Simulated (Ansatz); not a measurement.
Molecular dynamics, step by step

CH$_{6}$ClSi (SMILES [Cl-].C[SiH3]) (charge -1), closed shell, HF/def2-SVP (Ansatz 0.2.0). Settings (timestep in fs, temperature in K; T counts 21 degrees of freedom):

```yaml
hamiltonian: {xc: hf}
md: {n_steps: 30, timestep: 0.75, temperature: 1500, ensemble: nvt_nose_hoover, seed: 286, initial_velocities: maxwell_boltzmann}
```

Start (the SMILES describes the start alone):

```xyz
9
angstrom
Cl -0.6602 -0.1974 -2.6789
C -0.2133 0.9832 0.4165
Si 0.3040 -0.7995 0.1432
H -0.6010 1.3870 -0.5187
H 0.6444 1.5749 0.7514
H -0.9829 1.0351 1.1930
H -0.7984 -1.7603 -0.1014
H 0.8162 -1.2221 1.5165
H 1.4912 -1.0009 -0.7217
```

```json
{"step": "0", "time (fs)": "0.00", "potential energy less the start (meV)": "0.0", "kinetic energy (meV)": "1357.2", "T (K)": "1500"}
{"step": "2", "time (fs)": "1.50", "potential energy less the start (meV)": "120.7", "kinetic energy (meV)": "1238.6", "T (K)": "1369"}
{"step": "4", "time (fs)": "3.00", "potential energy less the start (meV)": "383.9", "kinetic energy (meV)": "978.8", "T (K)": "1082"}
{"step": "6", "time (fs)": "4.50", "potential energy less the start (meV)": "587.4", "kinetic energy (meV)": "776.5", "T (K)": "858"}
{"step": "8", "time (fs)": "6.00", "potential energy less the start (meV)": "665.2", "kinetic energy (meV)": "698.1", "T (K)": "772"}
{"step": "10", "time (fs)": "7.50", "potential energy less the start (meV)": "656.4", "kinetic energy (meV)": "707.4", "T (K)": "782"}
{"step": "12", "time (fs)": "9.00", "potential energy less the start (meV)": "559.6", "kinetic energy (meV)": "803.7", "T (K)": "888"}
{"step": "14", "time (fs)": "10.50", "potential energy less the start (meV)": "448.2", "kinetic energy (meV)": "912.8", "T (K)": "1009"}
{"step": "16", "time (fs)": "12.00", "potential energy less the start (meV)": "481.2", "kinetic energy (meV)": "882.6", "T (K)": "975"}
{"step": "18", "time (fs)": "13.50", "potential energy less the start (meV)": "586.9", "kinetic energy (meV)": "780.2", "T (K)": "862"}
{"step": "20", "time (fs)": "15.00", "potential energy less the start (meV)": "635.9", "kinetic energy (meV)": "732.9", "T (K)": "810"}
{"step": "22", "time (fs)": "16.50", "potential energy less the start (meV)": "588.4", "kinetic energy (meV)": "780.9", "T (K)": "863"}
{"step": "24", "time (fs)": "18.00", "potential energy less the start (meV)": "486.3", "kinetic energy (meV)": "883.6", "T (K)": "977"}
{"step": "26", "time (fs)": "19.50", "potential energy less the start (meV)": "380.5", "kinetic energy (meV)": "991.0", "T (K)": "1095"}
{"step": "28", "time (fs)": "21.00", "potential energy less the start (meV)": "312.2", "kinetic energy (meV)": "1059.2", "T (K)": "1171"}
{"step": "30", "time (fs)": "22.50", "potential energy less the start (meV)": "398.3", "kinetic energy (meV)": "976.0", "T (K)": "1079"}
```

Step 4, positions (Å) and forces (eV/Å):

```json
{"atom": "Cl1", "x": "-0.668", "y": "-0.190", "z": "-2.707", "Fx": "0.037", "Fy": "-0.056", "Fz": "-0.062"}
{"atom": "C2", "x": "-0.217", "y": "0.984", "z": "0.412", "Fx": "-0.164", "Fy": "-0.146", "Fz": "1.388"}
{"atom": "Si3", "x": "0.315", "y": "-0.818", "z": "0.169", "Fx": "0.117", "Fy": "1.054", "Fz": "0.630"}
{"atom": "H4", "x": "-0.552", "y": "1.449", "z": "-0.503", "Fx": "-1.377", "Fy": "-0.532", "Fz": "-0.151"}
{"atom": "H5", "x": "0.562", "y": "1.701", "z": "0.656", "Fx": "0.712", "Fy": "-0.323", "Fz": "0.846"}
{"atom": "H6", "x": "-0.916", "y": "0.874", "z": "1.325", "Fx": "0.566", "Fy": "0.907", "Fz": "-1.773"}
{"atom": "H7", "x": "-0.898", "y": "-1.640", "z": "-0.017", "Fx": "0.310", "Fy": "-0.311", "Fz": "0.013"}
{"atom": "H8", "x": "0.859", "y": "-1.133", "z": "1.599", "Fx": "-0.357", "Fy": "-0.196", "Fz": "-0.506"}
{"atom": "H9", "x": "1.527", "y": "-0.994", "z": "-0.623", "Fx": "0.156", "Fy": "-0.397", "Fz": "-0.385"}
```

Step 6, positions (Å) and forces (eV/Å):

| atom | x | y | z | Fx | Fy | Fz |
| --- | --- | --- | --- | --- | --- | --- |
| Cl1 | -0.672 | -0.186 | -2.721 | 0.064 | -0.093 | -0.019 |
| C2 | -0.219 | 0.984 | 0.413 | 0.660 | 0.305 | 1.056 |
| Si3 | 0.321 | -0.826 | 0.183 | 0.135 | 1.566 | 0.738 |
| H4 | -0.564 | 1.466 | -0.498 | -1.531 | -0.836 | 0.077 |
| H5 | 0.541 | 1.756 | 0.632 | 0.421 | -0.873 | 0.852 |
| H6 | -0.866 | 0.818 | 1.342 | 0.139 | 1.186 | -1.596 |
| H7 | -0.939 | -1.587 | 0.026 | 0.456 | -0.427 | -0.033 |
| H8 | 0.870 | -1.094 | 1.626 | -0.439 | -0.305 | -0.584 |
| H9 | 1.549 | -1.001 | -0.583 | 0.095 | -0.522 | -0.491 |

Step 16, positions (Å) and forces (eV/Å):

| atom | x | y | z | Fx | Fy | Fz |
| --- | --- | --- | --- | --- | --- | --- |
| Cl1 | -0.692 | -0.169 | -2.791 | 0.062 | -0.138 | 0.122 |
| C2 | -0.200 | 0.999 | 0.411 | -2.006 | -1.828 | 1.004 |
| Si3 | 0.351 | -0.845 | 0.255 | -0.135 | 2.041 | -0.325 |
| H4 | -0.943 | 1.259 | -0.358 | 1.026 | 0.204 | -0.135 |
| H5 | 0.522 | 1.732 | 0.694 | 0.679 | 0.769 | -0.322 |
| H6 | -0.833 | 0.847 | 1.332 | 0.508 | 0.350 | -0.479 |
| H7 | -0.969 | -1.500 | 0.205 | 0.328 | -0.717 | -0.335 |
| H8 | 0.818 | -1.031 | 1.648 | 0.248 | -0.521 | 0.570 |
| H9 | 1.591 | -1.205 | -0.514 | -0.711 | -0.161 | -0.100 |

Last step (30):

```
9
angstrom
Cl -0.7171 -0.1484 -2.8864
C -0.2188 0.9542 0.4583
Si 0.3844 -0.8260 0.3625
H -0.8503 1.1376 -0.4370
H 0.5289 1.7342 0.3569
H -0.7121 1.0815 1.4442
H -0.7466 -1.8186 0.2302
H 0.8678 -1.2307 1.7773
H 1.3058 -1.5300 -0.5650
```

Hardware: 4 CPU threads of an Arm Neoverse V2, shared host. Wall time about 11 s.
